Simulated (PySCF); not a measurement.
## Computed properties of CHO, SMILES [CH]=O

CHO, SMILES [CH]=O (connectivity only; charge and spin as stated), charge +1, multiplicity 1. Coordinates come from a B3LYP-D3(BJ)/def2-TZVPD optimisation. The isomer is the one that the SMILES or the coordinates give; other isomers of the formula were not compared. Other conformers were not sampled. All values are computed for the isolated molecule unless a solvent is named; none is compared with measurement here.

**Structure.** The optimised structure has C∞v symmetry. All 4 harmonic modes at B3LYP-D3(BJ)/def2-TZVPD (PySCF) are real, so it is a minimum.

**Vibrations.** The strongest infrared lines (harmonic, unscaled, degenerate partners summed) lie at 3208 cm⁻¹ (205 km/mol, H 76 %, C 21 %), 2266 cm⁻¹ (124 km/mol, O 42 %, C 38 %, H 21 %), 869 cm⁻¹ (31 km/mol, H 72 %, C 24 %). The softest mode is at 869 cm⁻¹ and the zero-point energy is 10.3 kcal/mol.

**Electronic structure.** PBE0/def2-TZVPD (PySCF) places the frontier levels at -22.88 and -10.11 eV, a gap of 12.77 eV and a mean polarisability of 9.6 bohr³.

**Excitations.** TDA-M06-2X/def2-TZVPD (PySCF) has S1 at 8.88 eV (140 nm, f = 0.000, dark); the most intense of the 10 singlets computed lies at 16.47 eV (f = 0.65). Strengths of degenerate partners are summed. T1 (TDA) is at 7.86 eV, 1.02 eV under S1. No vertical singlet excitation falls in the visible range (under 3.1 eV).

**NMR.** GIAO shifts at B3LYP/pcSseg-2 (PySCF) (non-relativistic, atoms alike by connectivity averaged): ¹³C at 141.6 ppm against TMS; ¹H at 7.3 ppm against TMS.
